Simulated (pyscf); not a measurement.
H₃C–Si:–CH₃ [singlet] → H₂C=Si=CH₂ + H₂, an elimination (singlet surface; C–H, C–H broken, H–H formed). Optimised with ωB97X-D3(BJ)/def2-SVP in PySCF. Energies in kcal/mol from the reactant's lowest minimum found.

Small-basis levels: PySCF, no dispersion term, spherical d functions. AM1 to PM7: differences of heats of formation from MOPAC, which are fitted to 298 K values and so differ in kind from electronic energies by zero-point and thermal terms. GFN2-xTB: tblite. Cost: rough CPU time at the saddle relative to B3LYP/6-31G*, from one job on a shared machine.

```
level                      barrier  reaction energy        cost
----------------------  ----------  ---------------  ----------
HF/6-31G*                    125.3            +82.6        0.07
SVWN5/6-31G*            (withheld)            +72.8         0.8
BP86/6-31G*                   85.0            +65.5           1
B3LYP/LANL2DZ                 92.1            +64.5         0.8
B3LYP/6-31G*                  94.1            +69.5           1
PBE/def2-SVP            (withheld)            +65.7           1
GFN2-xTB                      91.4            +65.7  under 0.02
PM3                           80.2            +38.2  under 0.02
PM7                           81.2             -6.7  under 0.02
ωB97M-D3(BJ)/def2-TZVP  (withheld)            +68.9           –
```

### Question
What belongs in the gaps?

### Answer

- SVWN5/6-31G*, barrier: 84.9
- PBE/def2-SVP, barrier: 84.8
- ωB97M-D3(BJ)/def2-TZVP, barrier: 98.8

Against the last row the barrier runs from -18.6 (PM3) to +26.4 kcal/mol (HF/6-31G*). ωB97M-D3(BJ)/def2-TZVP has limits of its own. The same reactants have a lower exit, to H₂C=SiH–CH₃ (barrier +40.8 kcal/mol at ωB97M-D3(BJ)/def2-TZVP, against +98.8 kcal/mol here). H₃C–Si:–CH₃ [singlet] lies 7.4 kcal/mol over its isomer H₂C=CH–SiH₃ (electronic energy, ωB97M-D3(BJ)/def2-TZVP). H₂C=Si=CH₂ lies 33.7 kcal/mol over its isomer HC≡C–SiH₃ (electronic energy, ωB97M-D3(BJ)/def2-TZVP). One saddle was located; it need not be the lowest between these sides. A restricted solution here is unstable towards spin polarisation, so biradical character is likely and single-reference numbers are less safe.
